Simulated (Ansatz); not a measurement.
## Nudged elastic band run: BClFH₃

Input:

```yaml
crystal:
  periodic: [false, false, false]
  atoms:
    - { symbol: B, position_ang: [-0.005755, 0.264377, -0.035251] }
    - { symbol: F, position_ang: [-0.010602, 0.598559, 1.254269] }
    - { symbol: H, position_ang: [1.063436, 0.208356, -0.592951] }
    - { symbol: H, position_ang: [-1.074104, 0.139597, -0.583298] }
    - { symbol: Cl, position_ang: [0.089216, -2.499862, 0.835075] }
    - { symbol: H, position_ang: [0.075109, -1.825727, 1.933755] }
basis:
  gaussian: { orbitals: def2-SVP }
hamiltonian:
  xc: r2scan
  dispersion: d4
neb:
  order_check: false
  images: 5
  f_tol: 0.05
  max_iterations: 60
  final_atoms:
    - { symbol: B, position_ang: [0.01369539, -0.41119914, -0.18324451] }
    - { symbol: F, position_ang: [0.0070845, 0.11526013, 1.74688574] }
    - { symbol: H, position_ang: [1.05888507, 0.1037904, -0.46954181] }
    - { symbol: H, position_ang: [-1.06100425, 0.0397315, -0.4663181] }
    - { symbol: Cl, position_ang: [0.07149996, -2.18185015, 0.15429392] }
    - { symbol: H, position_ang: [0.04713934, -0.78043273, 2.02952376] }
  initial_path:
    images:
      - { positions_ang: [[-0.005755, 0.264377, -0.035251], [-0.010602, 0.598559, 1.254269], [1.063436, 0.208356, -0.592951], [-1.074104, 0.139597, -0.583298], [0.089216, -2.499862, 0.835075], [0.075109, -1.825727, 1.933755]] }
      - { positions_ang: [[-0.00447925, 0.17840951, -0.02104294], [-0.00710655, 0.39336812, 1.39524834], [1.05159806, 0.14479604, -0.59151601], [-1.06042563, 0.09706801, -0.58436173], [0.09104734, -2.35005681, 0.77655103], [0.06666603, -1.57828487, 1.83672031]] }
      - { positions_ang: [[-0.00320349, 0.09244202, -0.00683488], [-0.0036111, 0.18817724, 1.53622768], [1.03976012, 0.08123607, -0.59008103], [-1.04674727, 0.05453902, -0.58542546], [0.09287867, -2.20025163, 0.71802706], [0.05822306, -1.33084273, 1.73968563]] }
      - { positions_ang: [[-0.00192774, 0.00647453, 0.00737318], [-0.00011565, -0.01701364, 1.67720701], [1.02792218, 0.01767611, -0.58864604], [-1.0330689, 0.01201003, -0.58648918], [0.09471001, -2.05044644, 0.65950309], [0.0497801, -1.0834006, 1.64265094]] }
      - { positions_ang: [[0.00327997, -0.13275002, -0.05616605], [0.0022844, 0.02707762, 1.70043326], [1.03824315, 0.04638087, -0.54894463], [-1.04238068, 0.02125052, -0.54643216], [0.08697332, -2.09424768, 0.49110003], [0.04889985, -0.98241131, 1.77160855]] }
      - { positions_ang: [[0.00848768, -0.27197458, -0.11970528], [0.00468445, 0.07116887, 1.7236595], [1.04856411, 0.07508563, -0.50924322], [-1.05169247, 0.03049101, -0.50637513], [0.07923664, -2.13804891, 0.32269698], [0.04801959, -0.88142202, 1.90056615]] }
      - { positions_ang: [[0.01369539, -0.41119914, -0.18324451], [0.0070845, 0.11526013, 1.74688574], [1.05888507, 0.1037904, -0.46954181], [-1.06100425, 0.0397315, -0.4663181], [0.07149996, -2.18185015, 0.15429392], [0.04713934, -0.78043273, 2.02952376]] }
```

Run as:

```bash
$ ansatz run input.yaml --threads 1 --pin off --max-ram 2048MiB --backend cpu --events-out ev --progress --plain --runs-dir out
```

Output, in part (warnings, iteration lines, the closing report on the highest movable image, with atoms numbered from 0):

```
NEB end point (image 0): max|allowed force component| = 5.016e-3 eV/Å (the criterion of neb.relax_end_points is 1.000e-2)
NEB end point (image 6): max|allowed force component| = 2.705e-2 eV/Å (the criterion of neb.relax_end_points is 1.000e-2)
NEB iter   1: max|band force component| = 5.642e0 eV/Å  barrier→ = 1.9641 eV  barrier← = 1.4744 eV  Δτ_max = 0.1982 Å  (171 SCF iters)
NEB iter   2: max|band force component| = 2.756e0 eV/Å  barrier→ = 0.9796 eV  barrier← = 0.4898 eV  Δτ_max = 0.1216 Å  (152 SCF iters)
NEB iter   3: max|band force component| = 1.363e0 eV/Å  barrier→ = 0.8247 eV  barrier← = 0.3350 eV  Δτ_max = 0.0609 Å  (146 SCF iters)
NEB iter   4: max|band force component| = 8.629e-1 eV/Å  barrier→ = 0.7782 eV  barrier← = 0.2885 eV  Δτ_max = 0.0608 Å  (140 SCF iters)
NEB iter   5: max|band force component| = 5.064e-1 eV/Å  barrier→ = 0.7582 eV  barrier← = 0.2685 eV  Δτ_max = 0.0594 Å  (139 SCF iters)
NEB iter   6: max|band force component| = 3.582e-1 eV/Å  barrier→ = 0.7427 eV  barrier← = 0.2530 eV  CI = image 4  Δτ_max = 0.0430 Å  (142 SCF iters)
NEB iter   7: max|band force component| = 1.375e-1 eV/Å  barrier→ = 0.7563 eV  barrier← = 0.2666 eV  CI = image 4  Δτ_max = 0.0145 Å  (140 SCF iters)
NEB iter   8: max|band force component| = 6.658e-2 eV/Å  barrier→ = 0.7555 eV  barrier← = 0.2658 eV  CI = image 4  Δτ_max = 0.0053 Å  (139 SCF iters)
NEB iter   9: max|band force component| = 2.718e-2 eV/Å  barrier→ = 0.7552 eV  barrier← = 0.2655 eV  CI = image 4  Δτ_max = 0.0000 Å  (252 SCF iters)
Total energy: -15955.77725379 eV, -586.3639988625 hartree
Atom 0 at     0.010481    -0.190769     0.030936 Å, force     0.007133     0.017826    -0.006837 eV/Å
Atom 1 at     0.007909     0.139687     1.542041 Å, force    -0.002273    -0.008353    -0.023065 eV/Å
Atom 2 at     1.062958     0.103024    -0.463061 Å, force    -0.007076    -0.006127     0.003292 eV/Å
Atom 3 at    -1.061855     0.036894    -0.454607 Å, force     0.001632    -0.000403     0.006373 eV/Å
Atom 4 at     0.072526    -2.159520     0.545004 Å, force     0.002875    -0.002433    -0.009874 eV/Å
Atom 5 at     0.045282    -1.044017     1.611286 Å, force    -0.002292    -0.000510     0.030111 eV/Å
Dipole moment:     0.002538    -0.055052     0.163627 e Å
```

It converged. A vibrational analysis at the climbing image gives one clearly imaginary mode, 755i cm⁻¹: a first-order saddle point. The orbitals stay closed-shell, which can raise the energy where a bond breaks towards radicals; this wasn't checked here.

Final band (atoms are numbered from 1 in the order of the input):

```tsv
image	path coordinate (Å)	energy (kJ/mol)	B1–F2 (Å)	Cl5–H6 (Å)	B1–Cl5 (Å)
0	0.00	0.0	1.33	1.29	2.90
1	0.32	2.2	1.34	1.29	2.77
2	0.64	13.9	1.36	1.30	2.53
3	0.97	45.2	1.42	1.35	2.25
4	1.29	72.9	1.55	1.54	2.04
5	1.66	54.2	1.76	1.93	1.88
6	2.03	47.3	2.00	2.34	1.80
```

Time of the run: 2.1 min on 1 thread of Arm Neoverse V1 (shared host), peak memory 0.11 GiB.
